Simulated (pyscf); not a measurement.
`[BH2][OH]` + `[OH2]` → `[BH2][OH]` + `[OH2]` (four-centre exchange; singlet surface; B–H, H–O broken, B–H, H–O formed). Single points on ωB97X-D3(BJ)/def2-SVP structures (PySCF, gas phase). Correlated levels are frozen-core, on RHF or UHF. ΔMP2 is the change of the MP2 total energy from the triple- to the quadruple-zeta basis. Energies in eV from the separated reactants.

```csv
level,barrier,reaction energy
ωB97X-D3(BJ)/def2-TZVP,3.60,0.00
PBE/def2-TZVP,…,0.00
r²SCAN/def2-TZVP,3.31,0.00
HF/def2-TZVP,4.80,0.00
MP2/def2-QZVPP,3.64,0.00
CCSD/def2-TZVPP,3.91,0.00
CCSD(T)/def2-TZVPP + ΔMP2(QZVPP),…,0.00
```

**Question.** Fill in the missing entries.

**Answer.** 
- PBE/def2-TZVP, barrier: 3.01
- CCSD(T)/def2-TZVPP + ΔMP2(QZVPP), barrier: 3.71

Of the functionals in the table, ωB97X-D3(BJ) is closest to CCSD(T)/def2-TZVPP + ΔMP2(QZVPP) in the barrier (0.11 eV apart) and PBE least close (0.70 eV); that level has limits of its own. The reactants may also form a dative adduct at H₂B–OH; it and routes through it were not searched. The products may also form a dative adduct at H₂B–OH; it and routes through it were not searched. The same reactants have a lower exit, to HO–BH–OH + H₂ (barrier +0.93 eV at ωB97M-D3(BJ), against +3.56 eV here). Another saddle between the same species, by other bonds, lies lower (0.44 eV against 3.56 eV at ωB97M-D3(BJ)). The CCSD(T) − MP2 part came from Ansatz, without density fitting, on the same reference.
